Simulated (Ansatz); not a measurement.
# C2H4N+ (SMILES CC#[NH+]): one structure at several levels

The task here is to estimate one member of a computed series from the others.

Computed with Ansatz 0.2.0, Gaussian basis. Level: single points in def2-TZVPP.

Cores are frozen in the correlated methods. B3LYP uses VWN-RPA correlation.

## The system as given

7 atoms, charge 1, spin multiplicity 1.

Atoms are counted from 1 here; the program's logs count them from 0.

Bond lengths: C1–C2 1.383 Å, C1–H4 0.948 Å, C1–H5 1.039 Å, C1–H6 0.998 Å, C2–N3 1.184 Å, N3–H7 0.886 Å. Angles: C2–C1–H4 107.6°, C2–C1–H5 104.8°, C2–C1–H6 113.2°, H4–C1–H5 105.2°, H4–C1–H6 109.2°, H5–C1–H6 116.3°, C1–C2–N3 177.9°, C2–N3–H7 175.0°.

Geometry (Å):

```xyz
7
charge 1, multiplicity 1
C    -0.6631    0.5522   -0.2467
C     0.4048   -0.2332    0.1467
N     1.2908   -0.9358    0.4964
H    -1.3215   -0.0226   -0.6150
H    -0.3043    1.1046   -1.0499
H    -1.0652    1.0723    0.5041
H     1.9516   -1.4252    0.8260
```

Set-up of the first run:

Input file run/in.yaml:

```yaml
crystal:
  periodic: [false, false, false]
  atoms:
    - {symbol: C, position_ang: [-0.663100, 0.552200, -0.246700]}
    - {symbol: C, position_ang: [0.404800, -0.233200, 0.146700]}
    - {symbol: N, position_ang: [1.290800, -0.935800, 0.496400]}
    - {symbol: H, position_ang: [-1.321500, -0.022600, -0.615000]}
    - {symbol: H, position_ang: [-0.304300, 1.104600, -1.049900]}
    - {symbol: H, position_ang: [-1.065200, 1.072300, 0.504100]}
    - {symbol: H, position_ang: [1.951600, -1.425200, 0.826000]}
basis:
  gaussian: {orbitals: def2-TZVPP}
total_charge: 1
correlation: {method: ccsd_t}
output: {forces: true}
```

Started as:

```console
$ ansatz run in.yaml --threads 4 --pin off --events-out ev --progress --plain --max-ram 5222MiB
```

Steps of the session up to this table: CCSD(T)/def2-TZVPP; PBE0-D4/def2-TZVPP; wB97M-V/def2-TZVPP; r2SCAN-D4/def2-TZVPP; PBE-D4/def2-TZVPP; B3LYP-D4/def2-TZVPP; B97M-V/def2-TZVPP.

One table of the session follows, with a row left open; its other results are not shown here.

| method | RMS force component (eV/Å) | angle to CCSD(T) forces (°) |
| --- | --- | --- |
| CCSD(T) | 4.340 | reference |
| PBE0-D4 | 4.567 | 3.3 |
| wB97M-V | 4.580 | 3.0 |
| r2SCAN-D4 | 4.425 | 3.6 |
| PBE-D4 | 4.322 | 5.5 |
| B3LYP-D4 | 4.496 | 2.8 |
| B97M-V | ? | ? |

**Question.** Estimate the row for B97M-V.

**Answer.** RMS force component (eV/Å): 4.442; angle to CCSD(T) forces (°): 4.1. In the column «RMS force component (eV/Å)» it lies between r2SCAN-D4 (4.425) and B3LYP-D4 (4.496).
